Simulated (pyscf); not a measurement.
Substitution at O: `[PH2]` [doublet] + `[OH2]` -> `[OH][PH2]` + `[H]` [doublet]

Gas phase, doublet surface, charge 0. Bonds broken: O4–H5. Bonds formed: P1–O4. Optimised with ωB97X-D3(BJ)/def2-SVP in PySCF. Correlated levels are frozen-core, on RHF or UHF. ΔMP2 is the change of the MP2 total energy from the triple- to the quadruple-zeta basis.

Transition state (Å):

```xyz
6

P      0.6292    -0.8613     0.8782
H      0.2336    -0.7001     2.2357
H      0.1102    -2.1835     0.7922
O     -0.9006    -0.0844     0.2084
H     -2.2342     0.0214     0.2047
H     -0.6413     0.5624    -0.4718
```

One imaginary mode, 1695i cm⁻¹; descent along it reached the two sides named.

```tsv
bond	change	reactant side (Å)	saddle	product side
O4–H5	breaks	0.964	1.338	3.1
P1–O4	forms	3.0	1.842	1.672
```

Electronic energies relative to the separated reactants (kcal/mol):

```json
[
 {"level": "ωB97X-D3(BJ)/def2-TZVP", "barrier": "45.9", "reaction energy": "+27.5", "reverse barrier": "18.4"},
 {"level": "PBE/def2-TZVP", "barrier": "34.5", "reaction energy": "+28.5", "reverse barrier": "6.0"},
 {"level": "r²SCAN/def2-TZVP", "barrier": "38.7", "reaction energy": "+31.0", "reverse barrier": "7.8"},
 {"level": "B3LYP-D3(BJ)/def2-TZVP", "barrier": "40.2", "reaction energy": "+31.0", "reverse barrier": "9.2"},
 {"level": "PBE0-D3(BJ)/def2-TZVP", "barrier": "41.0", "reaction energy": "+29.0", "reverse barrier": "12.0"},
 {"level": "M06-2X/def2-TZVP", "barrier": "44.7", "reaction energy": "+28.3", "reverse barrier": "16.4"},
 {"level": "ωB97M-D3(BJ)/def2-TZVP", "barrier": "44.4", "reaction energy": "+28.2", "reverse barrier": "16.2"},
 {"level": "HF/def2-TZVP", "barrier": "63.6", "reaction energy": "+29.1", "reverse barrier": "34.5"},
 {"level": "MP2/def2-QZVPP", "barrier": "48.9", "reaction energy": "+28.5", "reverse barrier": "20.4"},
 {"level": "CCSD/def2-TZVPP", "barrier": "53.1", "reaction energy": "+34.1", "reverse barrier": "19.0"},
 {"level": "CCSD(T)/def2-TZVPP", "barrier": "49.8", "reaction energy": "+32.9", "reverse barrier": "17.0"},
 {"level": "CCSD(T)/def2-TZVPP + ΔMP2(QZVPP)", "barrier": "49.1", "reaction energy": "+32.6", "reverse barrier": "16.5"}
]
```

With CCSD(T)/def2-TZVPP + ΔMP2(QZVPP) energies and thermal terms (ideal gas, 1 atm, RRHO with modes under 100 cm⁻¹ raised to 100, one conformer, R ln 2 for rigid chiral ones), in kcal/mol:

```
T (K)   ΔH‡   ΔG‡     ΔH     ΔG
-----  ----  ----  -----  -----
298    46.0  54.8  +29.9  +32.6
600    46.4  63.6  +30.5  +35.3
900    47.3  72.1  +31.7  +37.4
1200   48.3  80.2  +33.0  +39.1
```

This is the saddle that the search found; another between the same sides may lie lower. The angle at the attacked O is 150°. The CCSD(T) − MP2 part came from Ansatz, without density fitting, on the same reference.
